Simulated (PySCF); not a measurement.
**Static response to an electric field**

Species: 1,3-butanediamine, C4H12N2.
Cartesian coordinates in Å at the PBE0-D3(BJ)/def2-SVP level; atoms count from 1:
```
atom  x, y, z in Å
C1    -1.7002    0.7823    0.2219
C2    -0.9636   -0.2731   -0.6025
N3    -1.6582   -1.5507   -0.6692
C4     0.4543   -0.5231   -0.0978
C5     1.4036    0.6576   -0.2104
N6     2.7164    0.3011    0.2902
H7    -1.1949    1.7605    0.2039
H8    -1.7780    0.4634    1.2752
H9    -2.7223    0.9331   -0.1605
H10   -0.8857    0.1003   -1.6411
H11   -1.7382   -1.9412    0.2700
H12   -2.6134   -1.4140   -0.9952
H13    0.4248   -0.8473    0.9582
H14    0.8588   -1.3752   -0.6702
H15    1.0258    1.4966    0.3979
H16    1.3952    1.0181   -1.2635
H17    3.3549    1.0898    0.2188
H18    3.1167   -0.4422   -0.2798
```

Level: B3LYP/def2-SVPD (PySCF), static field, nuclei fixed, core orbitals frozen in the response. The polarisability tensor in these axes (au):

```
x   79.88  2.02  1.08
y    2.02 69.27  0.99
z    1.08  0.99 63.01
```

Problem. What are the eigenvalues, a third of the trace, and Δα (Δα² = ½Σ(αi − αj)² over the three pairs)?

Solution. Principal values 62.82, 69.00 and 80.35 au; mean 70.72 au = 10.48 Å³ = 11.66 × 10⁻⁴⁰ C²·m²/J; Δα = 15.40 au (22 % of the mean).

Problem. What is the dipole moment, and where does it point?

Solution. (-0.43, 1.18, -0.45) D, 1.33 D in size, pointing from the negative to the positive side. Measured along this direction, the outermost atoms are H18, H14, H11 and H13 at the negative end and H7 and H9 at the positive end.

Problem. What are the principal values of the traceless quadrupole moment, Θ = ½Σq(3rr − r²1), about the centre of nuclear charge?

Solution. -7.69, -2.66, 10.35 D·Å. The values depend on the origin, since the dipole doesn't vanish. The electronic extent ⟨r²⟩ about the same centre is 843 bohr², a root-mean-square distance of 2.17 Å for the 50 electrons.

Problem. Along which axes do the principal values lie, and how far do the nuclei extend along each?

Solution. Largest value along (0.98, 0.19, 0.07), where the nuclei span 6.40 Å; middle along (-0.19, 0.97, 0.13), 3.56 Å; least along (-0.05, -0.14, 0.99), 2.88 Å. The response follows the extents in order.

Problem. In a dilute gas of rigid molecules at 250 K, how does the orientational term μ²/3kT compare with the electronic polarisability?

Solution. In Gaussian units μ²/3kT = 17.17 Å³ against 10.48 Å³, a ratio of 1.64; the Debye molar polarisation (4π/3)N_A(α + μ²/3kT) is 69.8 cm³/mol, leaving out the vibrational part.

Problem. Rayleigh depolarisation ratio (linearly polarised light, static tensor)?

Solution. ρ = 3Δα²/(45ᾱ² + 4Δα²) = 711.4/(225064 + 948.5) = 0.00315.

Isolated species at its PBE0-D3(BJ)/def2-SVP geometry (one conformer only).
